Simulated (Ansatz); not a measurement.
**C₈H₁₈: taking an electron away**

Aim: the vertical ionisation energy of C₈H₁₈, as cation minus neutral at the neutral's geometry, on several levels, and how well −ε(HOMO) stands in for it.

Method: unrestricted cation, the program's frozen cores in correlated methods; program: Ansatz 0.2.0, Gaussian basis.

Plan: UKS PBE-D4/def2-TZVPP; UKS r2SCAN-D4/def2-TZVPP; UKS PBE0-D4/def2-TZVPP; UKS B3LYP-D4/def2-TZVPP; UKS wB97X-V/def2-TZVPP; UKS wB97M-V/def2-TZVPP; UKS B2PLYP/def2-TZVPP; UHF-CCSD(T)/def2-TZVPP; UHF-MP2/def2-QZVPP; extrapolation to the limit; then −ε(HOMO) from the neutral's earlier runs with LDA (SPW92), PBE-D4, revPBE-D4, BLYP-D4, r2SCAN-D4, B97M-V, PBE0-D4, B3LYP-D4, r2SCANh-D4, r2SCAN0-D4, HSE06-D4, BHLYP-D4, CAM-B3LYP-D4, LC-ωPBE, ωB97X-V, ωB97M-V.

1 further run of the same task is left out (it didn't finish).

**1. The geometry**

All runs share one geometry, relaxed beforehand with PBE0-D4 in a triple-zeta def2 set.

SMILES `CCCC(C)C(C)C`, 26 atoms, charge 0, spin multiplicity 1.

Atoms are counted from 1 here; the program's logs count them from 0.

Bond lengths: C1–C2 1.519 Å, C1–H9 1.094 Å, C1–H10 1.094 Å, C1–H11 1.093 Å, C2–C3 1.521 Å, C2–H12 1.097 Å, C2–H13 1.094 Å, C3–C4 1.527 Å, C3–H14 1.097 Å, C3–H15 1.098 Å, C4–C5 1.524 Å, C4–C6 1.539 Å, C4–H16 1.099 Å, C5–H17 1.094 Å, C5–H18 1.091 Å, C5–H19 1.092 Å, C6–C7 1.523 Å, C6–C8 1.523 Å and more. Angles: C2–C1–H9 111.1°, C2–C1–H10 111.1°, C2–C1–H11 111.7°, H9–C1–H10 107.4°, H9–C1–H11 107.7°, H10–C1–H11 107.7°, C1–C2–C3 112.6°, C1–C2–H12 109.6°, C1–C2–H13 109.2°, C3–C2–H12 109.1°, C3–C2–H13 110.0°, H12–C2–H13 106.1°, C2–C3–C4 114.8°, C2–C3–H14 108.8°, C2–C3–H15 108.5°, C4–C3–H14 109.7°, C4–C3–H15 108.7°, H14–C3–H15 106.0° and more.

**2. Cation, UKS PBE-D4/def2-TZVPP**

File in.yaml:

```yaml
crystal:
  periodic: [false, false, false]
  atoms:
    - {symbol: C, position_ang: [-1.025871, -3.342354, -0.605091]}
    - {symbol: C, position_ang: [-0.548825, -1.982640, -1.085856]}
    - {symbol: C, position_ang: [-0.418227, -0.976125, 0.046816]}
    - {symbol: C, position_ang: [-0.023552, 0.432990, -0.390845]}
    - {symbol: C, position_ang: [1.386667, 0.465440, -0.967227]}
    - {symbol: C, position_ang: [-0.237953, 1.453379, 0.741701]}
    - {symbol: C, position_ang: [-0.163470, 2.888869, 0.239655]}
    - {symbol: C, position_ang: [0.699599, 1.256417, 1.926155]}
    - {symbol: H, position_ang: [-0.329894, -3.767822, 0.123602]}
    - {symbol: H, position_ang: [-2.003356, -3.268279, -0.119932]}
    - {symbol: H, position_ang: [-1.117093, -4.052532, -1.430250]}
    - {symbol: H, position_ang: [-1.246971, -1.591157, -1.835386]}
    - {symbol: H, position_ang: [0.412131, -2.098584, -1.596715]}
    - {symbol: H, position_ang: [0.310312, -1.354337, 0.774637]}
    - {symbol: H, position_ang: [-1.377363, -0.923465, 0.577678]}
    - {symbol: H, position_ang: [-0.716260, 0.724314, -1.193385]}
    - {symbol: H, position_ang: [2.118618, 0.093913, -0.244484]}
    - {symbol: H, position_ang: [1.462405, -0.159369, -1.858954]}
    - {symbol: H, position_ang: [1.684571, 1.475197, -1.256824]}
    - {symbol: H, position_ang: [-1.262201, 1.289351, 1.102326]}
    - {symbol: H, position_ang: [-0.447735, 3.590792, 1.027902]}
    - {symbol: H, position_ang: [0.848955, 3.153094, -0.077792]}
    - {symbol: H, position_ang: [-0.833258, 3.049545, -0.609634]}
    - {symbol: H, position_ang: [0.446909, 1.949922, 2.732252]}
    - {symbol: H, position_ang: [1.739145, 1.448888, 1.646750]}
    - {symbol: H, position_ang: [0.642707, 0.244553, 2.332911]}
basis:
  gaussian: {orbitals: def2-TZVPP}
total_charge: 1
magnetization: {spin_polarized: true, initial_magnetization: 1}
hamiltonian: {xc: pbe, dispersion: d4}
```

Further steps of the session: Cation, UKS r2SCAN-D4/def2-TZVPP; Cation, UKS PBE0-D4/def2-TZVPP; Cation, UKS B3LYP-D4/def2-TZVPP; Cation, UKS wB97X-V/def2-TZVPP; Cation, UKS wB97M-V/def2-TZVPP; Cation, UKS B2PLYP (frozen core)/def2-TZVPP; Cation, UHF-CCSD(T)/def2-TZVPP; Cation, UHF-MP2/def2-QZVPP.

**Question.** What will the summary of the whole plan be? Wanted: ionisation energy, CCSD(T)/CBS; nearest functional by difference; nearest −ε(HOMO); −ε(HOMO) of PBE; T1 of the cation.

**Answer**, as computed:

| quantity | value |
| --- | --- |
| ionisation energy, CCSD(T)/CBS | 10.63 eV |
| nearest functional by difference | ωB97X-V (-0.20 eV) |
| nearest −ε(HOMO) | ωB97M-V (+0.01 eV) |
| −ε(HOMO) of PBE | 7.07 eV |
| T1 of the cation | 0.032 |

What this shows: By cation minus neutral, the functionals miss by 1.02 eV at most. The PBE orbital energy is 3.6 eV too small: a semilocal HOMO is no ionisation energy. Among orbital estimates ωB97M-V comes nearest. Hartree-Fock falls 0.65 eV short, as the neutral has more correlation energy than the cation. The cation's T1 (from the report) is 0.032, near the customary mark of 0.045 for open shells, so the coupled-cluster value is less safe.
